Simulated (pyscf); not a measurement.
PySCF, gas phase, ωB97X-D3(BJ)/def2-SVP geometries.

### Question
H₂N–SiH•–F (SMILES N[SiH]F) + NH₃ (SMILES N) -> H₂N–SiH₂–F (SMILES N[SiH2]F) + NH₂• (SMILES [NH2])
Surface: doublet. Broken: H–N. Formed: H–Si. Give ΔE‡ and ΔE from ωB97M-D3(BJ)/def2-TZVP, relative to the separated reactants.

### Answer
ΔE‡ = 79.0 kJ/mol, ΔE = +53.9 kJ/mol. Zero-point energy shifts the barrier by -11.1 kJ/mol. It is a hydrogen abstraction, with an imaginary mode of 1158i cm⁻¹. On the product side the descent ends in a complex (not fully relaxed), 21.4 kJ/mol under the separated species and 43.7 kJ/mol under the saddle at ωB97X-D3(BJ)/def2-TZVP. The same reactants have a lower exit, to H₂N–SiH(NH₂)–F + H• (barrier +57.6 kJ/mol at ωB97M-D3(BJ)/def2-TZVP, against +79.0 kJ/mol here). One saddle was located; it need not be the lowest between these sides. The angle at the transferred H is 156°.
